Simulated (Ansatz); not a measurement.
Results of rVV10 in Ansatz (plane waves, PAW) for rock-salt BaTe.

Numerical settings: plane-wave cutoff 520 eV, 8×8×8 k mesh, Fermi–Dirac smearing 0.01 eV, scalar-relativistic PAW data made under PBE.

The cell is scaled about its equilibrium volume:

```
V (Å³/atom)  P (GPa)  direct gap at Γ (eV)  smallest gap on the k mesh (eV)
-----------  -------  --------------------  -------------------------------
41.203          2.22                 2.880                            1.392
42.079          1.40                 2.889                            1.433
42.956          0.66                 2.804                            1.471
43.833          0.00                 2.717                            1.507
44.709         -0.59                 2.634                            1.540
45.586         -1.13                 2.554                            1.570
46.463         -1.60                 2.478                            1.599
```

The fundamental gap (1.51 eV at the equilibrium volume, with added k points) lies elsewhere than Γ–Γ.

Spin–orbit coupling is not included; with these elements it can move the gap by several tenths of an eV or more.

Ansatz is a first-principles code.
